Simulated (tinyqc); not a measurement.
Worked calculation (part 1 of 2): RKS/BP86 in the sto-3g basis, for H2F+, spin multiplicity 1. Computed by tinyqc, a small Python program that keeps every step (integrals from PySCF). Settings: charge = 1, multiplicity = 1, basis = sto-3g, energy threshold = 1e-09, iteration cap = 86, orthogonalisation = symmetric, start = atomic densities, DIIS depth = 4, damping = 0.5, method = RKS, functional = b88,p86, grid = [15, 26]. Command: `OMP_NUM_THREADS=1 python tinyqc.py 27570 27571 out.jsonl` (the two numbers bound the seeds that draw the settings). One thread of a shared host (Intel(R) Xeon(R) Processor @ 2.60GHz), about 1 s of CPU time with the checks. Later iterations appear only in the table of the cycle.

## One-electron integrals

Geometry (angstrom):
```
atom,x,y,z
F,0.000000,0.000000,0.000000
H,0.000000,1.032000,0.845000
H,0.000000,-1.032000,0.845000
```

Basis sto-3g: exponents (1/bohr^2) and contraction coefficients of normalised primitives:
```
element,l (shell),exponent,coefficient
F,s (1),166.679130,0.154329
F,s (1),30.360812,0.535328
F,s (1),8.216821,0.444635
F,s (2),6.464803,-0.099967
F,s (2),1.502281,0.399513
F,s (2),0.488588,0.700115
F,p (3),6.464803,0.155916
F,p (3),1.502281,0.607684
F,p (3),0.488588,0.391957
H,s (1),3.425251,0.154329
H,s (1),0.623914,0.535328
H,s (1),0.168855,0.444635
```

Overlap, kinetic and nuclear-attraction integrals over the contracted functions; the nuclear repulsion is the sum of Za Zb / Rab.

nuclear repulsion = 7.39772386 hartree

overlap S:
```
,1F 1s,1F 2s,1F 2px,1F 2py,1F 2pz,2H 1s,3H 1s
1F 1s,1.000000,0.237990,0.000000,0.000000,0.000000,0.018483,0.018483
1F 2s,0.237990,1.000000,0.000000,0.000000,0.000000,0.223081,0.223081
1F 2px,0.000000,0.000000,1.000000,0.000000,0.000000,0.000000,0.000000
1F 2py,0.000000,0.000000,0.000000,1.000000,0.000000,0.155350,-0.155350
1F 2pz,0.000000,0.000000,0.000000,0.000000,1.000000,0.127200,0.127200
2H 1s,0.018483,0.223081,0.000000,0.155350,0.127200,1.000000,0.107231
3H 1s,0.018483,0.223081,0.000000,-0.155350,0.127200,0.107231,1.000000
```

kinetic energy T (hartree):
```
,1F 1s,1F 2s,1F 2px,1F 2py,1F 2pz,2H 1s,3H 1s
1F 1s,36.984577,-0.212858,0.000000,0.000000,0.000000,-0.006055,-0.006055
1F 2s,-0.212858,1.037995,0.000000,0.000000,0.000000,0.000133,0.000133
1F 2px,0.000000,0.000000,3.248015,0.000000,0.000000,0.000000,0.000000
1F 2py,0.000000,0.000000,0.000000,3.248015,0.000000,0.042190,-0.042190
1F 2pz,0.000000,0.000000,0.000000,0.000000,3.248015,0.034545,0.034545
2H 1s,-0.006055,0.000133,0.000000,0.042190,0.034545,0.760032,-0.010751
3H 1s,-0.006055,0.000133,0.000000,-0.042190,0.034545,-0.010751,0.760032
```

nuclear attraction V (hartree):
```
,1F 1s,1F 2s,1F 2px,1F 2py,1F 2pz,2H 1s,3H 1s
1F 1s,-77.803062,-9.365649,0.000000,0.000000,-0.009017,-0.744358,-0.744358
1F 2s,-9.365649,-12.334512,0.000000,0.000000,-0.112591,-1.931441,-1.931441
1F 2px,0.000000,0.000000,-12.213406,0.000000,0.000000,0.000000,0.000000
1F 2py,0.000000,0.000000,0.000000,-12.264766,0.000000,-1.132019,1.132019
1F 2pz,-0.009017,-0.112591,0.000000,0.000000,-12.247839,-0.948317,-0.948317
2H 1s,-0.744358,-1.931441,0.000000,-1.132019,-0.948317,-5.024588,-0.603986
3H 1s,-0.744358,-1.931441,0.000000,1.132019,-0.948317,-0.603986,-5.024588
```

core Hamiltonian H = T + V (hartree):
```
,1F 1s,1F 2s,1F 2px,1F 2py,1F 2pz,2H 1s,3H 1s
1F 1s,-40.818485,-9.578507,0.000000,0.000000,-0.009017,-0.750413,-0.750413
1F 2s,-9.578507,-11.296517,0.000000,0.000000,-0.112591,-1.931307,-1.931307
1F 2px,0.000000,0.000000,-8.965392,0.000000,0.000000,0.000000,0.000000
1F 2py,0.000000,0.000000,0.000000,-9.016751,0.000000,-1.089829,1.089829
1F 2pz,-0.009017,-0.112591,0.000000,0.000000,-8.999825,-0.913772,-0.913772
2H 1s,-0.750413,-1.931307,0.000000,-1.089829,-0.913772,-4.264556,-0.614737
3H 1s,-0.750413,-1.931307,0.000000,1.089829,-0.913772,-0.614737,-4.264556
```

## Two-electron integrals

Functions are numbered as in S; the eight-fold symmetry (ij|kl) = (ji|kl) = (kl|ij) leaves the list below.

Two-electron integrals (ij|kl) in chemists' order, unique and non-zero (hartree):
```
i,j,k,l,(ij|kl)
1,1,1,1,5.403501
2,1,1,1,0.841920
2,1,2,1,0.156299
2,2,1,1,1.268028
2,2,2,1,0.292344
2,2,2,2,0.926167
3,1,3,1,0.027998
3,2,3,1,0.043169
3,2,3,2,0.204588
3,3,1,1,1.264502
3,3,2,1,0.292403
3,3,2,2,0.925959
3,3,3,3,0.997514
4,1,4,1,0.027998
4,2,4,1,0.043169
4,2,4,2,0.204588
4,3,4,3,0.053770
4,4,1,1,1.264502
4,4,2,1,0.292403
4,4,2,2,0.925959
4,4,3,3,0.889973
4,4,4,4,0.997514
5,1,5,1,0.027998
5,2,5,1,0.043169
5,2,5,2,0.204588
5,3,5,3,0.053770
5,4,5,4,0.053770
5,5,1,1,1.264502
5,5,2,1,0.292403
5,5,2,2,0.925959
5,5,3,3,0.889973
5,5,4,4,0.889973
5,5,5,5,0.997514
6,1,1,1,0.066140
6,1,2,1,0.012185
6,1,2,2,0.022685
6,1,3,3,0.022653
6,1,4,1,0.000363
6,1,4,2,0.000688
6,1,4,4,0.022713
6,1,5,1,0.000297
6,1,5,2,0.000563
6,1,5,4,0.000049
6,1,5,5,0.022693
6,1,6,1,0.000959
6,2,1,1,0.189253
6,2,2,1,0.044312
6,2,2,2,0.159408
6,2,3,3,0.157019
6,2,4,1,0.002295
6,2,4,2,0.018981
6,2,4,4,0.161213
6,2,5,1,0.001879
6,2,5,2,0.015542
6,2,5,4,0.003435
6,2,5,5,0.159831
6,2,6,1,0.003507
6,2,6,2,0.035580
6,3,3,1,0.004370
6,3,3,2,0.026937
6,3,4,3,0.003858
6,3,5,3,0.003159
6,3,6,3,0.004994
6,4,1,1,0.106777
6,4,2,1,0.025301
6,4,2,2,0.097567
6,4,3,3,0.093607
6,4,4,1,0.005495
6,4,4,2,0.037713
6,4,4,4,0.103750
6,4,5,1,0.000921
6,4,5,2,0.008823
6,4,5,4,0.005146
6,4,5,5,0.095234
6,4,6,1,0.002072
6,4,6,2,0.026850
6,4,6,4,0.025158
6,5,1,1,0.087429
6,5,2,1,0.020716
6,5,2,2,0.079888
6,5,3,3,0.076645
6,5,4,1,0.000921
6,5,4,2,0.008823
6,5,4,4,0.078632
6,5,5,1,0.005124
6,5,5,2,0.034162
6,5,5,4,0.005485
6,5,5,5,0.084296
6,5,6,1,0.001697
6,5,6,2,0.021984
6,5,6,4,0.016510
6,5,6,5,0.018513
6,6,1,1,0.393421
6,6,2,1,0.093571
6,6,2,2,0.389251
6,6,3,3,0.378235
6,6,4,1,0.005192
6,6,4,2,0.061720
6,6,4,4,0.397855
6,6,5,1,0.004251
6,6,5,2,0.050536
6,6,5,4,0.016065
6,6,5,5,0.391389
6,6,6,1,0.007424
6,6,6,2,0.118953
6,6,6,4,0.105305
6,6,6,5,0.086224
6,6,6,6,0.774606
7,1,1,1,0.066140
7,1,2,1,0.012185
7,1,2,2,0.022685
7,1,3,3,0.022653
7,1,4,1,-0.000363
7,1,4,2,-0.000688
7,1,4,4,0.022713
7,1,5,1,0.000297
7,1,5,2,0.000563
7,1,5,4,-0.000049
7,1,5,5,0.022693
7,1,6,1,0.000949
7,1,6,2,0.003426
7,1,6,4,0.001886
7,1,6,5,0.001660
7,1,6,6,0.007235
7,1,7,1,0.000959
7,2,1,1,0.189253
7,2,2,1,0.044312
7,2,2,2,0.159408
7,2,3,3,0.157019
7,2,4,1,-0.002295
7,2,4,2,-0.018981
7,2,4,4,0.161213
7,2,5,1,0.001879
7,2,5,2,0.015542
7,2,5,4,-0.003435
7,2,5,5,0.159831
7,2,6,1,0.003426
7,2,6,2,0.028757
7,2,6,4,0.015089
7,2,6,5,0.017230
7,2,6,6,0.077613
7,2,7,1,0.003507
7,2,7,2,0.035580
7,3,3,1,0.004370
7,3,3,2,0.026937
7,3,4,3,-0.003858
7,3,5,3,0.003159
7,3,6,3,0.003894
7,3,7,3,0.004994
7,4,1,1,-0.106777
7,4,2,1,-0.025301
7,4,2,2,-0.097567
7,4,3,3,-0.093607
7,4,4,1,0.005495
7,4,4,2,0.037713
7,4,4,4,-0.103750
7,4,5,1,-0.000921
7,4,5,2,-0.008823
7,4,5,4,0.005146
7,4,5,5,-0.095234
7,4,6,1,-0.001886
7,4,6,2,-0.015089
7,4,6,4,-0.004271
7,4,6,5,-0.008911
7,4,6,6,-0.039008
7,4,7,1,-0.002072
7,4,7,2,-0.026850
7,4,7,4,0.025158
7,5,1,1,0.087429
7,5,2,1,0.020716
7,5,2,2,0.079888
7,5,3,3,0.076645
7,5,4,1,-0.000921
7,5,4,2,-0.008823
7,5,4,4,0.078632
7,5,5,1,0.005124
7,5,5,2,0.034162
7,5,5,4,-0.005485
7,5,5,5,0.084296
7,5,6,1,0.001660
7,5,6,2,0.017230
7,5,6,4,0.008911
7,5,6,5,0.014106
7,5,6,6,0.051130
7,5,7,1,0.001697
7,5,7,2,0.021984
7,5,7,4,-0.016510
7,5,7,5,0.018513
7,6,1,1,0.054232
7,6,2,1,0.012851
7,6,2,2,0.051508
7,6,3,3,0.050449
7,6,4,4,0.051212
7,6,5,1,0.000800
7,6,5,2,0.008455
7,6,5,5,0.052812
7,6,6,1,0.001009
7,6,6,2,0.012179
7,6,6,4,0.008173
7,6,6,5,0.008676
7,6,6,6,0.049404
7,6,7,1,0.001009
7,6,7,2,0.012179
7,6,7,4,-0.008173
7,6,7,5,0.008676
7,6,7,6,0.005869
7,7,1,1,0.393421
7,7,2,1,0.093571
7,7,2,2,0.389251
7,7,3,3,0.378235
7,7,4,1,-0.005192
7,7,4,2,-0.061720
7,7,4,4,0.397855
7,7,5,1,0.004251
7,7,5,2,0.050536
7,7,5,4,-0.016065
7,7,5,5,0.391389
7,7,6,1,0.007235
7,7,6,2,0.077613
7,7,6,4,0.039008
7,7,6,5,0.051130
7,7,6,6,0.255703
7,7,7,1,0.007424
7,7,7,2,0.118953
7,7,7,4,-0.105305
7,7,7,5,0.086224
7,7,7,6,0.049404
7,7,7,7,0.774606
```

## Orthogonalisation

S = U s U^T; symmetric (Loewdin) form X = U s^(-1/2) U^T, so that X^T S X = 1.

eigenvalues of S: 0.623668  0.720239  0.902054  1.000000  1.104169  1.172530  1.477340

X:
```
,1F 1s,1F 2s,1F 2px,1F 2py,1F 2pz,2H 1s,3H 1s
1F 1s,1.022802,-0.128135,0.000000,0.000000,-0.002616,0.011334,0.011334
1F 2s,-0.128135,1.061816,0.000000,0.000000,0.022029,-0.114372,-0.114372
1F 2px,0.000000,0.000000,1.000000,0.000000,0.000000,0.000000,0.000000
1F 2py,0.000000,0.000000,0.000000,1.020703,0.000000,-0.087522,0.087522
1F 2pz,-0.002616,0.022029,0.000000,0.000000,1.012239,-0.063819,-0.063819
2H 1s,0.011334,-0.114372,0.000000,-0.087522,-0.063819,1.038904,-0.042212
3H 1s,0.011334,-0.114372,0.000000,0.087522,-0.063819,-0.042212,1.038904
```

## Starting guess

The start is atomic minimal-basis densities projected into this basis (PySCF's MINAO start) and scaled to the electron count of each spin; this density is not idempotent, so its energy is not variational and may lie below the converged one.

D at the start:
```
,1F 1s,1F 2s,1F 2px,1F 2py,1F 2pz,2H 1s,3H 1s
1F 1s,1.956175,-0.458486,0.000000,0.000000,0.009365,-0.011987,-0.011987
1F 2s,-0.458486,1.929670,0.000000,0.000000,-0.049715,0.047667,0.047667
1F 2px,0.000000,0.000000,1.484657,0.000000,0.000000,0.000000,0.000000
1F 2py,0.000000,0.000000,0.000000,1.403998,0.000000,0.132732,-0.132732
1F 2pz,0.009365,-0.049715,0.000000,0.000000,1.437445,0.089761,0.089761
2H 1s,-0.011987,0.047667,0.000000,0.132732,0.089761,0.913667,0.042683
3H 1s,-0.011987,0.047667,0.000000,-0.132732,0.089761,0.042683,0.913667
```

## Iteration 1: exchange-correlation on the grid

Becke grid with 15 radial and 26 angular points per atom, points of zero weight dropped. rho = sum D_ij phi_i phi_j; V_xc,ij = sum w v_xc phi_i phi_j plus the gradient terms; v_xc is d(rho eps)/d rho at fixed gradient.

The 12 grid points with the largest w rho, of 1162 (bohr, atomic units):
```
x,y,z,w,rho,|grad rho|^2,eps_xc,v_xc
-0.900000,0.000000,0.000000,0.174950,0.609207,2.722046,-0.709746,-0.885616
0.900000,0.000000,0.000000,0.174950,0.609207,2.722046,-0.709746,-0.885616
0.000000,0.000000,-0.900000,0.174965,0.607392,2.731147,-0.709283,-0.884536
0.000000,0.000000,0.900000,0.173624,0.597646,2.473034,-0.704686,-0.881340
0.000000,0.900000,0.000000,0.172228,0.599007,2.507187,-0.705323,-0.881798
0.000000,-0.900000,0.000000,0.172228,0.599007,2.507187,-0.705323,-0.881798
0.636396,0.000000,-0.636396,0.139972,0.610168,2.751062,-0.710215,-0.885905
-0.636396,0.000000,-0.636396,0.139972,0.610168,2.751062,-0.710215,-0.885905
0.000000,0.636396,-0.636396,0.139949,0.600774,2.658829,-0.706879,-0.881471
0.000000,-0.636396,-0.636396,0.139949,0.600774,2.658829,-0.706879,-0.881471
-0.636396,0.636396,0.000000,0.139430,0.603009,2.622753,-0.707284,-0.883024
-0.636396,-0.636396,0.000000,0.139430,0.603009,2.622753,-0.707284,-0.883024
```

electrons on the grid, sum of w rho = 10.003074

E_xc = sum of w rho eps_xc = -9.94228152 hartree

V_xc (hartree):
```
,1F 1s,1F 2s,1F 2px,1F 2py,1F 2pz,2H 1s,3H 1s
1F 1s,-3.441904,-0.471932,0.000000,0.000000,0.000310,-0.037411,-0.037411
1F 2s,-0.471932,-0.890008,0.000000,0.000000,-0.003312,-0.141935,-0.141935
1F 2px,0.000000,0.000000,-0.881338,0.000000,0.000000,0.000000,0.000000
1F 2py,0.000000,0.000000,0.000000,-0.885623,0.000000,-0.086250,0.086250
1F 2pz,0.000310,-0.003312,0.000000,0.000000,-0.881701,-0.072109,-0.072109
2H 1s,-0.037411,-0.141935,0.000000,-0.086250,-0.072109,-0.443323,-0.042963
3H 1s,-0.037411,-0.141935,0.000000,0.086250,-0.072109,-0.042963,-0.443323
```

## Iteration 1: building the Kohn-Sham matrix

J_ij = sum D_kl (ij|kl); F = H + J + V_xc; E = tr D H + tr D J / 2 + E_xc + E_nn.

Coulomb J (hartree):
```
,1F 1s,1F 2s,1F 2px,1F 2py,1F 2pz,2H 1s,3H 1s
1F 1s,18.559950,3.533531,0.000000,0.000000,0.006741,0.275820,0.275820
1F 2s,3.533531,8.830881,0.000000,0.000000,0.093421,1.529659,1.529659
1F 2px,0.000000,0.000000,8.803568,0.000000,0.000000,0.000000,0.000000
1F 2py,0.000000,0.000000,0.000000,8.837707,0.000000,0.943451,-0.943451
1F 2pz,0.006741,0.093421,0.000000,0.000000,8.826874,0.790747,0.790747
2H 1s,0.275820,1.529659,0.000000,0.943451,0.790747,4.139648,0.516093
3H 1s,0.275820,1.529659,0.000000,-0.943451,0.790747,0.516093,4.139648
```

Kohn-Sham matrix F (hartree):
```
,1F 1s,1F 2s,1F 2px,1F 2py,1F 2pz,2H 1s,3H 1s
1F 1s,-25.700439,-6.516908,0.000000,0.000000,-0.001966,-0.512005,-0.512005
1F 2s,-6.516908,-3.355644,0.000000,0.000000,-0.022483,-0.543584,-0.543584
1F 2px,0.000000,0.000000,-1.043162,0.000000,0.000000,0.000000,0.000000
1F 2py,0.000000,0.000000,0.000000,-1.064667,0.000000,-0.232628,0.232628
1F 2pz,-0.001966,-0.022483,0.000000,0.000000,-1.054652,-0.195135,-0.195135
2H 1s,-0.512005,-0.543584,0.000000,-0.232628,-0.195135,-0.568230,-0.141607
3H 1s,-0.512005,-0.543584,0.000000,0.232628,-0.195135,-0.141607,-0.568230
```

total energy of this density = -94.91981003 hartree

This density is the starting one; it is not idempotent, so its energy is not variational and may lie below the converged one.

## Iteration 1: diagonalisation and new density

Diagonalise F' = X^T F X, C = X C', fill 5 alpha and 5 beta electrons from the bottom; D = 2 C_occ C_occ^T; the new density keeps 0.5 of the old one (damping). Each column has its largest component positive (the first on a tie).

F' = X^T F X (hartree):
```
,1,2,3,4,5,6,7
1,-25.253537,-3.265742,0.000000,0.000000,-0.012899,-0.034022,-0.034022
2,-3.265742,-2.216084,0.000000,0.000000,0.005054,-0.175047,-0.175047
3,0.000000,0.000000,-1.043162,0.000000,0.000000,0.000000,0.000000
4,0.000000,0.000000,0.000000,-1.032616,0.000000,-0.124790,0.124790
5,-0.012899,0.005054,0.000000,0.000000,-1.035314,-0.094721,-0.094721
6,-0.034022,-0.175047,0.000000,-0.124790,-0.094721,-0.463763,-0.036856
7,-0.034022,-0.175047,0.000000,0.124790,-0.094721,-0.036856,-0.463763
```

orbital energies (hartree): MO1 -25.707806, MO2 -1.806088, MO3 -1.080285, MO4 -1.064008, MO5 -1.043162, MO6 -0.427652, MO7 -0.379238

coefficients C:
```
,MO1,MO2,MO3,MO4,MO5,MO6,MO7
1F 1s,0.995453,-0.260981,0.000000,0.015921,0.000000,0.059291,0.000000
1F 2s,0.018812,1.022267,0.000000,-0.077077,0.000000,-0.345244,0.000000
1F 2px,0.000000,0.000000,0.000000,0.000000,1.000000,0.000000,0.000000
1F 2py,0.000000,0.000000,0.953115,0.000000,0.000000,0.000000,-0.385651
1F 2pz,0.000663,0.028625,0.000000,0.968592,0.000000,-0.307040,0.000000
2H 1s,-0.002270,0.013885,0.114848,0.090014,0.000000,0.711111,0.760838
3H 1s,-0.002270,0.013885,-0.114848,0.090014,0.000000,0.711111,-0.760838
```

D after iteration 1:
```
,1F 1s,1F 2s,1F 2px,1F 2py,1F 2pz,2H 1s,3H 1s
1F 1s,2.037379,-0.478536,0.000000,0.000000,0.013293,-0.010444,-0.010444
1F 2s,-0.478536,2.016160,0.000000,0.000000,-0.070239,0.031047,0.031047
1F 2px,0.000000,0.000000,1.742329,0.000000,0.000000,0.000000,0.000000
1F 2py,0.000000,0.000000,0.000000,1.610427,0.000000,0.175829,-0.175829
1F 2pz,0.013293,-0.070239,0.000000,0.000000,1.657713,0.132463,0.132463
2H 1s,-0.010444,0.031047,0.000000,0.175829,0.132463,0.478324,0.016452
3H 1s,-0.010444,0.031047,0.000000,-0.175829,0.132463,0.016452,0.478324
```

## Iteration 2: exchange-correlation on the grid

As before.

The 12 grid points with the largest w rho, of 1162 (bohr, atomic units):
```
x,y,z,w,rho,|grad rho|^2,eps_xc,v_xc
0.900000,0.000000,0.000000,0.174950,0.689420,3.473365,-0.736443,-0.922406
-0.900000,0.000000,0.000000,0.174950,0.689420,3.473365,-0.736443,-0.922406
0.000000,0.000000,-0.900000,0.174965,0.683027,3.440209,-0.734548,-0.919387
0.000000,0.000000,0.900000,0.173624,0.662713,3.054199,-0.726923,-0.911612
0.000000,-0.900000,0.000000,0.172228,0.665313,3.109626,-0.727949,-0.912563
0.000000,0.900000,0.000000,0.172228,0.665313,3.109626,-0.727949,-0.912563
-0.636396,0.000000,-0.636396,0.139972,0.689249,3.495966,-0.736511,-0.922174
0.636396,0.000000,-0.636396,0.139972,0.689249,3.495966,-0.736511,-0.922174
0.636396,0.636396,0.000000,0.139430,0.676304,3.297981,-0.731981,-0.916908
-0.636396,-0.636396,0.000000,0.139430,0.676304,3.297981,-0.731981,-0.916908
-0.636396,0.636396,0.000000,0.139430,0.676304,3.297981,-0.731981,-0.916908
0.636396,-0.636396,0.000000,0.139430,0.676304,3.297981,-0.731981,-0.916908
```

electrons on the grid, sum of w rho = 10.003221

E_xc = sum of w rho eps_xc = -10.55095900 hartree

V_xc (hartree):
```
,1F 1s,1F 2s,1F 2px,1F 2py,1F 2pz,2H 1s,3H 1s
1F 1s,-3.485702,-0.481479,0.000000,0.000000,0.000415,-0.038150,-0.038150
1F 2s,-0.481479,-0.919470,0.000000,0.000000,-0.001035,-0.142583,-0.142583
1F 2px,0.000000,0.000000,-0.912964,0.000000,0.000000,0.000000,0.000000
1F 2py,0.000000,0.000000,0.000000,-0.913530,0.000000,-0.084179,0.084179
1F 2pz,0.000415,-0.001035,0.000000,0.000000,-0.910622,-0.069916,-0.069916
2H 1s,-0.038150,-0.142583,0.000000,-0.084179,-0.069916,-0.382966,-0.039973
3H 1s,-0.038150,-0.142583,0.000000,0.084179,-0.069916,-0.039973,-0.382966
```

## Iteration 2: building the Kohn-Sham matrix

As before.

Coulomb J (hartree):
```
,1F 1s,1F 2s,1F 2px,1F 2py,1F 2pz,2H 1s,3H 1s
1F 1s,19.615810,3.743911,0.000000,0.000000,0.002357,0.292136,0.292136
1F 2s,3.743911,9.314320,0.000000,0.000000,0.047244,1.583992,1.583992
1F 2px,0.000000,0.000000,9.298351,0.000000,0.000000,0.000000,0.000000
1F 2py,0.000000,0.000000,0.000000,9.311666,0.000000,0.965776,-0.965776
1F 2pz,0.002357,0.047244,0.000000,0.000000,9.307458,0.800545,0.800545
2H 1s,0.292136,1.583992,0.000000,0.965776,0.800545,4.031820,0.518063
3H 1s,0.292136,1.583992,0.000000,-0.965776,0.800545,0.518063,4.031820
```

Kohn-Sham matrix F (hartree):
```
,1F 1s,1F 2s,1F 2px,1F 2py,1F 2pz,2H 1s,3H 1s
1F 1s,-24.688376,-6.316075,0.000000,0.000000,-0.006246,-0.496427,-0.496427
1F 2s,-6.316075,-2.901667,0.000000,0.000000,-0.066382,-0.489898,-0.489898
1F 2px,0.000000,0.000000,-0.580004,0.000000,0.000000,0.000000,0.000000
1F 2py,0.000000,0.000000,0.000000,-0.618615,0.000000,-0.208232,0.208232
1F 2pz,-0.006246,-0.066382,0.000000,0.000000,-0.602989,-0.183143,-0.183143
2H 1s,-0.496427,-0.489898,0.000000,-0.208232,-0.183143,-0.615702,-0.136646
3H 1s,-0.496427,-0.489898,0.000000,0.208232,-0.183143,-0.136646,-0.615702
```

total energy of this density = -97.05736911 hartree

This density is a damped mixture and is not idempotent, and it still holds part of the atomic start, so its energy may lie below the converged one.

## Iteration 2: DIIS over 2 matrices

error matrix X^T (FDS - SDF) X:
```
,1,2,3,4,5,6,7
1,0.000000,-0.055691,0.000000,0.000000,-0.021227,-0.305689,-0.305689
2,0.055691,0.000000,0.000000,0.000000,0.020397,-0.087524,-0.087524
3,0.000000,0.000000,0.000000,0.000000,0.000000,0.000000,0.000000
4,0.000000,0.000000,0.000000,0.000000,0.000000,0.126459,-0.126459
5,0.021227,-0.020397,0.000000,0.000000,0.000000,0.084058,0.084058
6,0.305689,0.087524,0.000000,-0.126459,-0.084058,0.000000,0.000000
7,0.305689,0.087524,0.000000,0.126459,-0.084058,0.000000,0.000000
```

B (overlaps of the stored error matrices):
```
,1,2
1,2.0915613e+00,7.6387983e-01
2,7.6387983e-01,5.0459124e-01
```

Minimise |sum c_i e_i|^2 with sum c_i = 1: solve [B -1; -1 0][c; lambda] = [0; -1] with B_ij = tr e_i^T e_j, and take F = sum c_i F_i.

DIIS coefficients: -0.242690  1.242690

extrapolated F (hartree):
```
,1F 1s,1F 2s,1F 2px,1F 2py,1F 2pz,2H 1s,3H 1s
1F 1s,-24.442758,-6.267335,0.000000,0.000000,-0.007284,-0.492647,-0.492647
1F 2s,-6.267335,-2.791492,0.000000,0.000000,-0.077036,-0.476869,-0.476869
1F 2px,0.000000,0.000000,-0.467600,0.000000,0.000000,0.000000,0.000000
1F 2py,0.000000,0.000000,0.000000,-0.510363,0.000000,-0.202311,0.202311
1F 2pz,-0.007284,-0.077036,0.000000,0.000000,-0.493375,-0.180233,-0.180233
2H 1s,-0.492647,-0.476869,0.000000,-0.202311,-0.180233,-0.627222,-0.135442
3H 1s,-0.492647,-0.476869,0.000000,0.202311,-0.180233,-0.135442,-0.627222
```
